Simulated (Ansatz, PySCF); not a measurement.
Dissociation curve of SMILES C=C. The C1–C4 bond (C1 also carries H, H; C4 carries H, H) is pulled apart rigidly from the PBE0/def2-TZVP optimised geometry.

RKS-M06-2X/6-31G* = restricted M06-2X/6-31G*, spherical d (PySCF); RCCSD = CCSD on RHF/cc-pVTZ, frozen core run with Ansatz (a quantum-chemistry and plane-wave program); RHF/cc-pVTZ (Ansatz); UKS-CAM-B3LYP = unrestricted CAM-B3LYP/cc-pVTZ (Ansatz).

Energies are in kJ/mol, each relative to the lowest point of its own curve near equilibrium.

| R / Å | RKS-M06-2X/6-31G* | RCCSD | RHF | UKS-CAM-B3LYP |
|---|---|---|---|---|
| 0.99 | 713.2 | 690.2 | 668.3 | 651.3 |
| 1.06 | 384.7 | 372.9 | 353.1 | 345.8 |
| 1.14 | 160.1 | 156.1 | 140.5 | 139.5 |
| 1.18 | 91.4 | 89.7 | 76.8 | 77.5 |
| 1.26 | 16.3 | 16.6 | 10.5 | 11.9 |
| 1.28 | 7.7 | 8.0 | 3.9 | 5.0 |
| 1.32 | 0.0 | 0.0 | 0.0 | 0.0 |
| 1.37 | 5.1 | 3.9 | 9.6 | 7.5 |
| 1.41 | 18.5 | 15.8 | 26.5 | 22.0 |
| 1.44 | [?] | [?] | 43.4 | 36.9 |
| 1.56 | 115.4 | 104.2 | [?] | 119.8 |
| 1.64 | 184.2 | 166.8 | [?] | 186.8 |
| 1.80 | 333.0 | — | 377.2 | 314.7 |
| 1.97 | 489.6 | — | 550.9 | 433.8 |
| 2.15 | 641.6 | — | 721.4 | 540.4 |
| 2.36 | 795.6 | — | 878.1 | 637.0 |
| 2.66 | 972.7 | — | 878.5 | 717.1 |
| 2.90 | 1082.9 | — | — | 747.3 |
| 3.24 | 1202.4 | — | — | [?] |
| 3.58 | 1289.5 | — | — | [?] |
| 4.02 | 1366.2 | — | — | 777.9 |
| 4.61 | 1428.7 | — | — | 779.3 |

Problem. Some entries are withheld; supply them.

Solution. 
- 1.44, RKS-M06-2X/6-31G*: 32.8
- 1.44, RCCSD: 28.7
- 1.56, RHF: 136.7
- 1.64, RHF: 212.8
- 3.24, UKS-CAM-B3LYP: 766.7
- 3.58, UKS-CAM-B3LYP: 774.3

Dashes: no converged value, or the column stops at the first point that the program doubted or that broke a chosen test of continuity, which isn't proof of a fault.

The restricted form behind RKS-M06-2X/6-31G*, RHF keeps the bonding electrons paired and can't separate into open-shell fragments. The T1 diagnostic of CCSD on the restricted reference of RCCSD exceeds 0.045 at 2.36 Å. The unrestricted solution behind UKS-CAM-B3LYP changes between 2.36 and 2.66 Å, which can leave a kink. The unrestricted determinant behind UKS-CAM-B3LYP is spin-contaminated at 1.64 to 4.61 Å (<S²> up to 2.0, against 0.00 for a pure singlet).
